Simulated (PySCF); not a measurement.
# Stationary points of [SF2]+

All numbers come from PBE0/[S def2-TZVP, F def2-TZVP], no relativity, density fitting, PySCF.

Relaxations began from a few typed shapes; open shells are unrestricted. The search is not exhaustive: other isomers or separated fragments can lie lower, and high-lying points may rest on an excited occupation.

(1) Which is the lowest minimum found?
A. doublet C2v: S–F 1.506 Å (×2); F–S–F 102.0°
B. doublet D∞h: S–F 1.552 Å (×2); F–S–F 180.0°

Answers

(1) A. The others lie at 273.9 (doublet D∞h, a saddle point) kJ/mol above it.

The electron or spin density has lower symmetry than the nuclear frame for the doublet D∞h at 273.9 kJ/mol.
